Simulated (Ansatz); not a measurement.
Cost and result up the ladder for the cluster LiSi2 (the lowest doublet isomer of a short search) (3 atoms). The state is a doublet with charge 0. Geometry: PBE-D4/def2-TZVP.

```tsv
atom	x (Å)	y (Å)	z (Å)
Li1	-0.1998	-1.4972	0.3476
Si2	0.1986	0.9746	0.8564
Si3	0.0012	0.5226	-1.2040
```

Ansatz on 4 threads of Arm Neoverse V2 on a shared host. Times are rough, and most runs start from the orbitals of an earlier one. ωB97M-V/def2-TZVP serves as the yardstick here, not as an exact answer. Differences are given only for rows in sets of like size (and for xTB, whose basis is part of the method), since another set adds its own error. Binding counts from free atoms at the same level (Li doublet, Si triplet; other spins of the atoms weren't run), without zero-point energy or a counterpoise term.

B3LYP takes the VWN-RPA correlation. Correlated methods freeze 10 core orbitals; core or outer-core shells of Li are correlated, in sets that lack core-valence functions. The structure comes from a short search, and lower isomers may exist.

Run but left out: HF/STO-3G, HF/6-31G, MP2/def2-TZVP, CCSD(T)/def2-TZVPD, CCSD(T)/def2-TZVPP (⟨S²⟩ 1.42 to 1.59, where a pure state has 0.75).

Correlated methods converge slowly with the basis.

```
                         level  functions  wall time  binding energy per atom (eV)  difference from ωB97M-V/def2-TZVP (eV)
         LDA (SPW92)/def2-TZVP         88     0.35 s                          2.34                                    0.41
               PBE-D4/def2-SVP         45      0.5 s                          2.05                                       –
                B3LYP-D4/6-31G         35     0.55 s                          1.66                                       –
              PBE0-D4/def2-SVP         45     0.65 s                          1.94                                       –
              PBE-D4/def2-TZVP         88      0.7 s                          2.05                                    0.13
           revPBE-D4/def2-TZVP         88      0.7 s                          1.98                                    0.06
             RPA@PBE/def2-TZVP         88      0.9 s                          1.68                                   -0.25
           r2SCAN-D4/def2-TZVP         88      1.8 s                          2.01                                    0.08
            PBE0-D4/def2-TZVPD        103        2 s                          1.95                                    0.03
             PBE0-D4/def2-TZVP         88      2.3 s                          1.95                                    0.02
          r2SCAN-D4/def2-TZVPD        103      2.5 s                          2.01                                    0.09
        CAM-B3LYP-D4/def2-TZVP         88      3.1 s                          1.82                                   -0.11
B97M-V/def2-TZVP (with forces)         88      3.7 s                          2.08                                    0.15
             ωB97M-V/def2-TZVP         88       11 s                          1.93                                    0.00
```
